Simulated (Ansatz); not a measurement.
in.yaml

```yaml
crystal:
  periodic: [false, false, false]
  atoms:
    - {symbol: B, position_ang: [-0.040082, 0.040209, 0.039767]}
    - {symbol: H, position_ang: [0.674284, 0.756411, 0.755664]}
    - {symbol: H, position_ang: [-0.759365, -0.671890, 0.754833]}
    - {symbol: H, position_ang: [-0.751765, 0.754976, -0.680224]}
    - {symbol: H, position_ang: [1.266757, -1.270770, -1.256808]}
basis:
  gaussian: {orbitals: aug-cc-pVTZ}
total_charge: -1
magnetization: {spin_polarized: false}
correlation: {method: ccsd_t, electrons: outside_noble_gas}
output: {forces: true}
```

```sh
$ ansatz run in.yaml --threads 2 --pin off --events-out ev --progress --plain --max-ram 16896MiB --backend cuda --devices 0, --max-vram 18GiB
```

The program prints:

```
753 factors; integrals over basis functions are off by at most 1.2e-3 eV
mean field evaluation 1: about -731.3229 eV, gradient 1.3e1 eV
mean field evaluation 2: about -731.3231 eV, gradient 1.3e1 eV
mean field evaluation 4: about -732.2580 eV, gradient 1.3e0 eV
mean field evaluation 8: about -732.2691 eV, gradient 7.6e-4 eV
mean field evaluation 16: about -732.2691 eV, gradient 5.4e-6 eV
mean field -732.26905101 eV, -26.9103912747 hartree, gradient 5.4e-6 eV, S^2 0.000000; 0 other end points of the search recorded, 0 dependent functions left out
1 core orbitals not correlated: weight in the atoms' cores, before any rotation towards them, 1.000 or more for the frozen orbitals, at most 0.000 for the correlated occupied ones
reference -732.26905101 eV, -26.9103912747 hartree; 4, 4 occupied and 133, 133 virtual orbitals, 753 factors
second order -4.34827237 eV of doubles, -0.00000000 eV of singles
cycle   1  -4.87811944 eV  change   -5.3e-1 eV  update   7.7e-2
cycle   2  -5.12714579 eV  change   -2.5e-1 eV  update   3.1e-2
cycle   3  -5.18166305 eV  change   -5.5e-2 eV  update   1.8e-2
cycle   4  -5.17596810 eV  change    5.7e-3 eV  update   8.0e-3
cycle   5  -5.17550956 eV  change    4.6e-4 eV  update   2.9e-3
cycle   6  -5.17575435 eV  change   -2.4e-4 eV  update   1.1e-3
cycle   7  -5.17569598 eV  change    5.8e-5 eV  update   4.4e-4
cycle   8  -5.17574932 eV  change   -5.3e-5 eV  update   1.7e-4
cycle   9  -5.17577838 eV  change   -2.9e-5 eV  update   5.9e-5
cycle  10  -5.17575892 eV  change    1.9e-5 eV  update   2.2e-5
cycle  11  -5.17576070 eV  change   -1.8e-6 eV  update   8.6e-6
cycle  12  -5.17576151 eV  change   -8.2e-7 eV  update   3.1e-6
perturbative correction -0.17646357 eV, -0.0064849166 hartree
the calculation of the forces begins
Total energy: -737.62127609 eV, -27.1070819186 hartree
Atom 0 at    -0.040082     0.040209     0.039767 Å, force    -0.246620     0.247401     0.244690 eV/Å
Atom 1 at     0.674284     0.756411     0.755664 Å, force     0.266860    -0.514667    -0.510315 eV/Å
Atom 2 at    -0.759365    -0.671890     0.754833 Å, force     0.513962    -0.268486    -0.510172 eV/Å
Atom 3 at    -0.751765     0.754976    -0.680224 Å, force     0.512649    -0.514415    -0.262831 eV/Å
Atom 4 at     1.266757    -1.270770    -1.256808 Å, force    -1.046851     1.050167     1.038629 eV/Å
Dipole moment:    -0.456151     0.457595     0.452568 e Å
```

Forces (eV/Å):
```
B   -0.247  0.247  0.245
H    0.267 -0.515 -0.510
H    0.514 -0.268 -0.510
H    0.513 -0.514 -0.263
H   -1.047  1.050  1.039
```

The T1 diagnostic is 0.029.

For the same geometry and basis RCCSDT(Q) lies 31.1 meV lower.

Ran on 2 threads of AMD EPYC 7R13 with a shared H100 80 GB, shared host: 4 s wall, 0.98 GiB peak host memory.
